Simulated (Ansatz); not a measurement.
# Relaxing B

Theory: DFT r2SCAN, scalar-relativistic, plane waves, PAW in Ansatz 0.2.0. Cutoff 500 eV, Γ-centred k mesh, Gaussian smearing, no spin polarisation in the final step.

A relaxed cell is given with its space group left out.

```
B
1.0
    -1.14695    1.14695    1.14695
     1.14695   -1.14695    1.14695
     1.14695    1.14695   -1.14695
B
1
Cartesian
  0.0000 0.0000 0.0000
```

Energies count from the standard state of B at the same level.

(1) What space group does it have?

(2) How far above the standard state of B does it lie?

(3) Is it a metal?

Results:

(1) Im-3m (No. 229). Conventional cell: a = 2.294 Å. Around B lie 8 B at 1.99 Å and 6 B at 2.29 Å.

(2) 1.84 eV/atom.

(3) Yes, bands cross the Fermi level on the 34×34×34 mesh.

The final run used a 34×34×34 mesh on its 1-atom cell and 0.10 eV smearing. For metals, differences of a few meV/atom aren't resolved. The cell came from a trial start, so B may not exist in this structure.